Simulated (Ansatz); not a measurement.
# AlO2+ (triplet): the correlation ladder, def2-TZVPP

An exercise on one series of results from a longer session: the logs are not shown, and one member is left open.

Computed with Ansatz 0.2.0, Gaussian basis. Level: def2-TZVPP, core rule «outside noble gas», up to 7 orbitals frozen.

To be run: UHF; ROHF; CCSD(T) on UHF.

## What is computed

The geometry is a PBE0/def2-TZVP stationary point (not a proven minimum) of the parent state, kept for this charge and spin.

3 atoms, charge 1, spin multiplicity 3.

Atoms are counted from 1 here; the program's logs count them from 0.

Bond lengths: O1–Al2 1.782 Å, Al2–O3 1.782 Å. Angles: O1–Al2–O3 180.0°.

Set-up of the first run:

in.yaml reads:

```yaml
crystal:
  periodic: [false, false, false]
  atoms:
    - {symbol: O, position_ang: [0.000000, 0.000000, 1.781800]}
    - {symbol: Al, position_ang: [0.000000, 0.000000, 0.000000]}
    - {symbol: O, position_ang: [0.000000, 0.000000, -1.781800]}
basis:
  gaussian: {orbitals: def2-TZVPP}
total_charge: 1
magnetization: {spin_polarized: true, initial_magnetization: 2}
hamiltonian: {xc: hf}
output: {orbitals: {seedname: orbitals}}
```

Command:

```bash
> ansatz run in.yaml --threads 1 --pin off --events-out ev --progress --plain --max-ram 4096MiB --backend cpu
```

Among the steps run: UHF; ROHF; CCSD(T) on UHF.

One of the session's tables, all rows but one given; the rest of the session is left out.

```
  method  from UCCSD(T) (kcal/mol)
    ROHF                   +293.19
     UHF                   +287.26
    UMP2                         ?
   UCCSD                     +9.79
UCCSD(T)                         0
```

**Question.** Estimate the row for UMP2.

As computed: from UCCSD(T) (kcal/mol): +23.78. In the column «from UCCSD(T) (kcal/mol)» it lies between UCCSD (+9.79) and UHF (+287.26).
